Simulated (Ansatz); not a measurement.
A nudged elastic band was laid between two geometries of C2H3NS (7 atoms, charge 0, multiplicity 1).

All numbers below come from Ansatz 0.2.0, RKS PBE0/def2-SVP.

```yaml
movable_images: 5
climbing_image: yes
spring: 5.0 eV/Å²
optimiser: lbfgs
start_path: IDPP
force_threshold: 0.03 eV/Å
iteration_limit: 60
end_points: relaxed
largest_step: 0.5 Å
```

Image 0:

```xyz
7
Properties=species:S:1:pos:R:3
N -1.391 0.468 -0.894
C -0.524 -0.154 -0.238
C 0.765 -0.185 0.446
S -0.239 -1.740 0.423
H -1.093 1.436 -1.051
H 1.683 -0.200 -0.154
H 0.859 0.307 1.422
```

Image 6:

```xyz
7
Properties=species:S:1:pos:R:3
N -0.896 1.084 -0.833
C -0.348 0.129 -0.238
C 0.837 -0.252 0.505
S -0.454 -1.559 0.251
H -1.805 0.824 -1.224
H 1.776 -0.401 -0.041
H 0.951 0.107 1.535
```

Question: What changes between the two ends?

Answer: No bond is made or broken. The dihedral H5–N1–C2–S4 changes from -180 to 0° by way of a nearly straight angle H5–N1–C2 (up to 177°), not by a turn about the bond.

Question: What energy profile does the band end with?

Answer: The forces met the threshold. The highest image is number 3 of 0 to 6, 79.0 kJ/mol above the first end and 88.8 kJ/mol above the last; the last end lies 9.8 kJ/mol below the first. Another band between the same ends (5 images) ends at a top of the same energy, where a vibrational analysis finds 1 clearly imaginary mode.

```json
{"image": "0", "path coordinate (Å)": "0.00", "energy (kJ/mol)": "0.0", "angle H5–N1–C2 (°)": "110"}
{"image": "1", "path coordinate (Å)": "0.30", "energy (kJ/mol)": "10.4", "angle H5–N1–C2 (°)": "122"}
{"image": "2", "path coordinate (Å)": "0.60", "energy (kJ/mol)": "47.1", "angle H5–N1–C2 (°)": "144"}
{"image": "3", "path coordinate (Å)": "0.90", "energy (kJ/mol)": "79.0", "angle H5–N1–C2 (°)": "177"}
{"image": "4", "path coordinate (Å)": "1.19", "energy (kJ/mol)": "45.3", "angle H5–N1–C2 (°)": "149"}
{"image": "5", "path coordinate (Å)": "1.48", "energy (kJ/mol)": "3.2", "angle H5–N1–C2 (°)": "125"}
{"image": "6", "path coordinate (Å)": "1.76", "energy (kJ/mol)": "-9.8", "angle H5–N1–C2 (°)": "112"}
```

Question: What is the geometry of the highest image?

Answer: 
```xyz
7
Properties=species:S:1:pos:R:3
N -1.036 0.846 -0.829
C -0.397 0.016 -0.227
C 0.797 -0.353 0.517
S -0.432 -1.724 0.316
H -1.524 1.562 -1.317
H 1.738 -0.461 -0.039
H 0.915 0.046 1.533
```

Time of the run: 4.2 min on 1 thread of Arm Neoverse V1, on a shared host, peak memory 0.14 GiB.
